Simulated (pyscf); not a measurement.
PySCF, gas phase, ωB97X-D3(BJ)/def2-SVP geometries.

SMILES: P[PH][GaH][PH2]
```xyz
10

P     -1.8329     0.2258     1.3306
P     -2.1285    -1.6579     0.1930
Ga    -0.2063    -1.5053    -1.0611
P      0.5304     0.5767    -1.6955
H     -3.1773     0.3562     1.7854
H     -2.0534     1.0559     0.1945
H     -1.5224    -2.5291     1.1447
H      0.4552    -2.8171    -1.6017
H      0.5741     1.0929    -0.3693
H      1.9069     0.2211    -1.7511
```

Question: How much does it cost (ΔH, 298 K, ωB97M-D3(BJ)/def2-TZVP) to split H₂P–PH–GaH–PH₂ at its Ga–P bond into [H₂P–PH–GaH]• + PH₂•?

Answer: Ga–P to [H₂P–PH–GaH]• + PH₂•: 2.84 eV. The 7 functionals that were run give +2.71 (B3LYP-D3(BJ)) to +3.08 eV (ωB97X-D3(BJ)). The radicals are drawn with the spin at the cut bond; how far it spreads was not checked. H₂P–PH–GaH–PH₂ lies 0.46 eV over its isomer H₂P–Ga(PH₂)–PH₂, and others may lie lower still (electronic energy, ωB97M-D3(BJ)). Other isomers of [H₂P–PH–GaH]• were not searched in full and may lie lower. Elements up to Kr have no core potential and no relativistic terms here.
